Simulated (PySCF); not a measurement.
Predicted microwave data (PBE0-D3(BJ)/def2-SVP geometry optimisation, gas phase in PySCF) for one isomer of C2H3FO:

* Rotational constants: A = 11125, B = 9759, C = 5373 MHz
* Dipole components: |μa| = 2.67 D, |μb| = 0.95 D, |μc| = 0.03 D
* Inertial defect: -3.16 u·Å²
* κ: 0.53

Question: Which structure is it? (One computed conformer of each.)
A. `CC(=O)F`
B. `F[C@H]1CO1`

Answer: A. It is CC(=O)F, an asymmetric top. The candidates at the same level (rigid rotor, commonest isotopes):

| SMILES | A (MHz) | B (MHz) | C (MHz) | μa (D) | μb (D) | μc (D) | Δ (u·Å²) | point group | rotor |
| --- | --- | --- | --- | --- | --- | --- | --- | --- | --- |
| F[C@H]1CO1 | 20740 | 7367 | 6479 | 0.80 | 1.57 | 1.20 | -14.96 | C1 | asymmetric top |
| CC(=O)F | 11125 | 9759 | 5373 | 2.67 | 0.95 | 0.03 | -3.16 | near Cs | asymmetric top |

`F[C@H]1CO1` has A 86 % too high. No structure here is proved a minimum.
